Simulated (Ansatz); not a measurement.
`C=CCl`: measurement beside calculation (Ansatz, PBE0-D4/def2-TZVP geometry).

Z-matrix (Å, degrees):
```
C
C 1 1.320
H 1 1.083 2 119.4
H 1 1.083 2 122.2 3 180.0
Cl 2 1.721 1 123.5 3 -180.0
H 2 1.083 1 123.6 3 -0.0
```

Enthalpy of formation at 298 K: 8.9 kcal/mol (zero for an element's reference state; older measured values of the G2 set, as listed by Staroverov and co-workers, J. Chem. Phys. 119, 12129, 2003). With their computed zero-point and thermal terms and the atoms' enthalpies of Curtiss and co-workers (1997) it gives an electronic atomization energy of 539.1 kcal/mol.

```
             level  atomization (kcal/mol)   error  error per bond
       LDA (SPW92)                   625.0    85.9            17.2
            PBE-D4                   559.9    20.8             4.2
         revPBE-D4                   546.2     7.1             1.4
           BLYP-D4                   543.6     4.5             0.9
         r2SCAN-D4                   545.9     6.8             1.4
            B97M-V                   545.7     6.6             1.3
           PBE0-D4                   548.6     9.6             1.9
          B3LYP-D4                   543.1     4.0             0.8
        r2SCANh-D4                   542.2     3.2             0.6
        r2SCAN0-D4                   537.1    -2.0            -0.4
          HSE06-D4                   549.1    10.1             2.0
          BHLYP-D4                   525.7   -13.4            -2.7
      CAM-B3LYP-D4                   543.4     4.3             0.9
           ωB97X-V                   542.5     3.4             0.7
           ωB97M-V                   545.1     6.0             1.2
            B2PLYP                   538.2    -0.9            -0.2
          PBE-QIDH                   542.4     3.3             0.7
               PBE                   557.8    18.7             3.7
            revPBE                   538.9    -0.2             0.0
              BLYP                   538.8    -0.3            -0.1
            r2SCAN                   545.4     6.3             1.3
              PBE0                   546.9     7.8             1.6
             B3LYP                   539.7     0.6             0.1
           r2SCANh                   541.7     2.7             0.5
           r2SCAN0                   536.5    -2.6            -0.5
             HSE06                   547.6     8.5             1.7
             BHLYP                   523.2   -15.9            -3.2
         CAM-B3LYP                   541.7     2.6             0.5
           LC-ωPBE                   540.5     1.4             0.3
     HF/def2-TZVPP                   398.4  -140.7           -28.1
    MP2/def2-TZVPP                   539.3     0.3             0.1
SCS-MP2/def2-TZVPP                   534.7    -4.4            -0.9
   CCSD/def2-TZVPP                   519.7   -19.4            -3.9
CCSD(T)/def2-TZVPP                   529.1   -10.0            -2.0
     HF/def2-QZVPP                   398.9  -140.2           -28.0
    MP2/def2-QZVPP                   547.3     8.2             1.6
SCS-MP2/def2-QZVPP                   543.5     4.4             0.9
   CCSD/def2-QZVPP                   526.7   -12.4            -2.5
CCSD(T)/def2-QZVPP                   536.8    -2.3            -0.5
      HF/CBS(def2)                   399.0  -140.1           -28.0
     MP2/CBS(def2)                   552.9    13.8             2.8
    CCSD/CBS(def2)                   531.6    -7.5            -1.5
 CCSD(T)/CBS(def2)                   542.2     3.1             0.6
```

Functionals use def2-TZVPP; B3LYP here is the variant with VWN-RPA as its local correlation; programs differ in this. The calculations leave out spin–orbit coupling, scalar relativity and, for the correlated methods, core correlation; together these are worth up to about 1 kcal/mol a heavy atom. HSE06 is defined as in plane-wave codes. CBS extrapolates def2-TZVPP and def2-QZVPP. T1 = 0.010.
